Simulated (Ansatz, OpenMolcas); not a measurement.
# Worked example: the enthalpy of formation of C3H4 (propyne)

C3H4 has 7 atoms, charge 0, and is taken as a singlet. SMILES: `C#CC`. The shape is that of a PBE0-D4/def2-TZVP optimisation.

Total energies at M06-2X/def2-SVPD (OpenMolcas 26.06); the atoms run unrestricted:

| species | state | energy (Eh) |
| --- | --- | --- |
| C3H4 | singlet | -116.510955 |
| C | triplet | -37.797056 |
| H | doublet | -0.497412 |

Harmonic wavenumbers at PBE0-D4/def2-TZVP, in cm⁻¹: 353, 353, 672, 672, 963, 1047, 1047, 1404, 1468, 1468, 2246, 3052, 3123, 3123, 3485.

Measured heats of formation of the gaseous atoms at 298.15 K, in kJ/mol: C 716.9, H 218.0. Take 1 Eh = 2625.50 kJ/mol, 1 cm⁻¹ = 0.0119627 kJ/mol, RT = 2.479 kJ/mol.

**Question.** What heat of formation follows?

**Answer.** 
1. Electronic atomisation energy: 3 × (-37.797056) + 4 × (-0.497412) − (-116.510955) = 1.130139 Eh = 2967.2 kJ/mol.
2. Zero-point energy: half the sum of the wavenumbers, 12238 cm⁻¹ = 146.4 kJ/mol.
3. Thermal vibrational enthalpy, Σ hcν̃/(exp(hcν̃/kT) − 1): 2.9 kJ/mol. Translation, rotation and pV of a non-linear molecule: 4 RT = 9.9 kJ/mol.
4. The 7 free atoms carry 5/2 RT each: 43.4 kJ/mol.
5. Spin-orbit coupling lowers the free atoms by 3 × 0.02 = 0.1 kJ/mol.
6. Atomisation enthalpy at 298 K: 2967.2 − 0.1 − 146.4 − 2.9 − 9.9 + 43.4 = 2851.3 kJ/mol.
7. Sum of the atoms' heats of formation: 3022.7 kJ/mol. Heat of formation: 3022.7 − 2851.3 = +171.4 kJ/mol.

The tabulated value is +185.8 kJ/mol (Active Thermochemical Tables), so this level is off by -14.4 kJ/mol, or 0.5 % of the atomisation enthalpy. Anharmonicity and any spin-orbit splitting of the molecule are left out.
